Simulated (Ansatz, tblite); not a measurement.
# The cluster CrO3+: a ladder of methods and basis sets

One table from this session's results is given with a row withheld; the runs are named, their logs left out.

Method: as each input shows; program: Ansatz 0.2.0, Gaussian basis.

Levels to be run: GFN1-xTB, GFN2-xTB, PBE-D4/def2-TZVP, r2SCAN-D4/def2-TZVP, LC-ωPBE/def2-TZVP, B3LYP-D4/def2-TZVP, r2SCANh-D4/def2-TZVP, CAM-B3LYP-D4/def2-TZVP, HF/def2-TZVP, PBE-D4/def2-SVP, PBE0-D4/def2-SVP, HF/STO-3G, HF/6-31G, B3LYP-D4/6-31G, CCSD(T)/def2-TZVPP, MP2/def2-TZVP, RPA/def2-TZVP.

1 further run of the same task is left out (for a known fault of the program).

## The structure

The doublet was relaxed beforehand with r2SCAN-D4/def2-TZVP. At that level it is the lowest of the isomers that a small search found.

4 atoms, charge 1, spin multiplicity 2.

Bond lengths: Cr1–O2 1.531 Å, Cr1–O3 1.851 Å, Cr1–O4 1.851 Å, O3–O4 1.316 Å. Angles: O2–Cr1–O3 128.5°, O2–Cr1–O4 128.3°, O3–Cr1–O4 41.6°, Cr1–O3–O4 69.2°, Cr1–O4–O3 69.2°.

No spin-orbit coupling is included. The ion is computed in the gas phase, without counter-ions or solvent.

PBE0-D4/def2-TZVP was run before; its log isn't repeated, and its numbers join the tables.

The first run:

Tight binding, by tblite at 300 K electronic temperature and without a spin-polarisation term:

```python
tblite.interface.Calculator('GFN1-xTB', numbers, positions, charge=1, uhf=1).singlepoint()
```

Tight binding, by tblite at 300 K electronic temperature and without a spin-polarisation term:

```python
tblite.interface.Calculator('GFN2-xTB', numbers, positions, charge=1, uhf=1).singlepoint()
```

start.molden holds the orbitals of an earlier run on this state, given as this run's starting guess.

Contents of in.yaml:

```yaml
crystal:
  periodic: [false, false, false]
  atoms:
    - {symbol: Cr, position_ang: [-0.610340, 0.096431, 0.270045]}
    - {symbol: O, position_ang: [-1.070646, 1.486199, -0.179018]}
    - {symbol: O, position_ang: [1.117913, -0.528657, 0.489922]}
    - {symbol: O, position_ang: [0.563083, -1.053983, -0.580959]}
basis:
  gaussian: {orbitals: def2-TZVP, initial_orbitals: start.molden}
total_charge: 1
magnetization: {spin_polarized: true, initial_magnetization: 1}
hamiltonian: {xc: pbe, dispersion: d4}
scf: {omitted_lower_state_checks: [starts]}
output: {forces: true, orbitals: {seedname: orbitals}}
```

On the command line:

```bash
ansatz run in.yaml --threads 2 --pin off --events-out ev --progress --plain --max-ram 4352MiB
```

Among the steps run: PBE-D4/def2-TZVP; r2SCAN-D4/def2-TZVP; LC-ωPBE/def2-TZVP; B3LYP-D4/def2-TZVP; r2SCANh-D4/def2-TZVP; CAM-B3LYP-D4/def2-TZVP; HF/def2-TZVP; PBE-D4/def2-SVP; PBE0-D4/def2-SVP; HF/STO-3G; HF/6-31G; B3LYP-D4/6-31G; CCSD(T)/def2-TZVPP; MP2/def2-TZVP; RPA/def2-TZVP.

One table of the session follows, with a row left open; its other results are not shown here.

```
                 level  HOMO (eV)  LUMO (eV)  gap (eV)
             HF/STO-3G     -15.73      -4.20     11.53
              HF/6-31G     -19.73      -6.87     12.86
          HF/def2-TZVP     -18.89      -6.65     12.24
       PBE-D4/def2-SVP     -13.62     -12.34      1.28
      PBE-D4/def2-TZVP     -13.43     -12.17      1.27
   r2SCAN-D4/def2-TZVP     -13.68     -12.11      1.58
  r2SCANh-D4/def2-TZVP          ?          ?         ?
        B3LYP-D4/6-31G     -15.00     -11.69      3.30
    B3LYP-D4/def2-TZVP     -14.88     -11.43      3.45
      PBE0-D4/def2-SVP     -15.35     -11.39      3.96
     PBE0-D4/def2-TZVP     -15.08     -11.10      3.98
CAM-B3LYP-D4/def2-TZVP     -16.59     -10.00      6.59
     LC-ωPBE/def2-TZVP     -17.78      -8.60      9.19
```

Q: Estimate the row for r2SCANh-D4/def2-TZVP from the others.

As computed: HOMO (eV): -14.32; LUMO (eV): -11.67; gap (eV): 2.64. In the column «HOMO (eV)» it lies between B3LYP-D4/def2-TZVP (-14.88) and r2SCAN-D4/def2-TZVP (-13.68).

Limits of these values: Doubts: state flagged by the program, large T1 diagnostic, spin contamination. Notes on CCSD(T)/def2-TZVPP: large T1 diagnostic, spin contamination, state flagged by the program.
